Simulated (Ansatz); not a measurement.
System: Ga2O3 (C2/m, No. 12). Method: r²SCAN in Ansatz (plane waves, PAW).

Run with plane-wave cutoff 560 eV, 12×12×6 k mesh (along the axes of the cell as run), Fermi–Dirac smearing 0.01 eV, scalar-relativistic PAW data made under PBE.

Cell (relaxed at this level):

```
CELL_PARAMETERS angstrom
      6.12636    -1.51943    -0.00261
      6.12636     1.51943    -0.00261
     -1.38340     0.00000     5.64077
ATOMIC_POSITIONS crystal
  Ga 0.34129 0.34129 0.68555
  Ga 0.65871 0.65871 0.31445
  Ga 0.90948 0.90948 0.20520
  Ga 0.09052 0.09052 0.79480
  O  0.50374 0.50374 0.74380
  O  0.49626 0.49626 0.25620
  O  0.82667 0.82667 0.43647
  O  0.17333 0.17333 0.56353
  O  0.16419 0.16419 0.10911
  O  0.83581 0.83581 0.89089
```

**Question.** What does this level give for the band gap and smallest direct gap on the k points sampled?

**Answer.** 
band gap: 3.04 eV (indirect)
smallest direct gap on the k points sampled: 3.07 eV

Measured, for comparison: band gap 4.85 ± 0.1 eV (room temperature, not corrected to a static lattice, ARPES, indirect, as cited; as tabulated in Mengle et al. (2016), arXiv:1902.02681).

Spin–orbit coupling is not included.

Computed values are for the static lattice.

Cost on a shared machine: about 2.5 core-minutes (a rough figure).

Ansatz is a first-principles code.
